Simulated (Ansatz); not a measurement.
## Active spaces for C4H8, singlet

Program: Ansatz, Gaussian basis, development build. Basis cc-pVDZ, nonrelativistic, 4 orbitals frozen in the corrections. State-specific CASSCF; RHF is the lowest restricted (open-shell) Hartree–Fock solution met. Single-reference values can break down or jump between states where bonds are stretched. No symmetry is imposed, so a solution can break that of the shape. No proof that the lowest CASSCF solution was found.

Geometry:

```xyz
12

C     0.0000   -1.4588    0.0000
C     0.0000   -0.1196    0.0000
H    -0.5759   -2.0284    0.7230
H     0.5759   -2.0284   -0.7230
C     0.0325    0.6788    1.2723
H     0.0550    0.0316    2.1523
H     0.9137    1.3296    1.3006
H    -0.8461    1.3296    1.3456
C    -0.0325    0.6788   -1.2723
H    -0.0550    0.0316   -2.1523
H    -0.9137    1.3296   -1.3006
H     0.8461    1.3296   -1.3456
```

Q: What do CASSCF and its corrections give against RHF in CAS(2,2), and what are the occupations?

A: CASSCF -0.809 eV, SC-NEVPT2 -15.465 eV; occupations 1.89, 0.11.

Q: How do single-reference totals in the same basis and frozen core stand against SC-NEVPT2 in CAS(2,2)?

A: CCSD(T) -1.974 eV. Coupled cluster stands on the determinant that it favours, which can lie over the RHF solution above, and is in doubt where the occupations are far from 0, 1 and 2.
